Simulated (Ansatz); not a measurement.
Ideal-gas functions of C3H4FN, SMILES `CC1(F)C=N1` at 500 K and 1 bar, from an Ansatz frequency run at PBE0-D4/def2-TZVP.

Molar mass 73.07 g/mol, point group C1 (symmetry number 1), electronic degeneracy 1, moments of inertia 63.204, 86.038, 121.274 u Å². Harmonic wavenumbers (cm⁻¹, unscaled): 185, 369, 380, 466, 493, 768, 837, 845, 975, 1071, 1123, 1198, 1403, 1441, 1473, 1490, 1735, 3064, 3136, 3162, 3221.

Use S(trans) = R[1.5 ln M + 2.5 ln T − 1.1517]; rotational temperatures θ = 24.2544 K / I; S(rot) = R[ln(√π/σ · √(T³/θAθBθC)) + 1.5]; for each mode x = 1.438777 ν̃/T, S = R[x/(eˣ − 1) − ln(1 − e⁻ˣ)] and H = RT x/(eˣ − 1); 1 cm⁻¹ = 0.0119627 kJ/mol; R = 8.31446 J/(mol·K).

By hand: the entropy, in J/(mol·K).

Translation 173.1. Rotation: θ = 0.3837, 0.2819, 0.2 K, giving 110.7. Vibration, mode by mode: 13.65, 8.20, 7.97, 6.47, 6.07, 3.23, 2.76, 2.71, 2.02, 1.62, 1.44, 1.21, 0.75, 0.69, 0.64, 0.61, 0.34, 0.01, 0.01, 0.01, 0.01, in all 60.4. Electronic 0.0. Sum 344.2 J/(mol·K).

By hand: H − E and G − E in kJ/mol, counted from the electronic energy.

Zero-point energy ½ × 28835 × 0.0119627 = 172.5; thermal vibration 18.4; translation, rotation and pV give 4 RT = 16.6. H − E = 207.5 kJ/mol, and G − E = 207.5 − 500 × 344.2/1000 = 35.4 kJ/mol.

Vibration gives 18 % of the entropy. The sum counts one conformer and one mirror image; others add a mixing term.
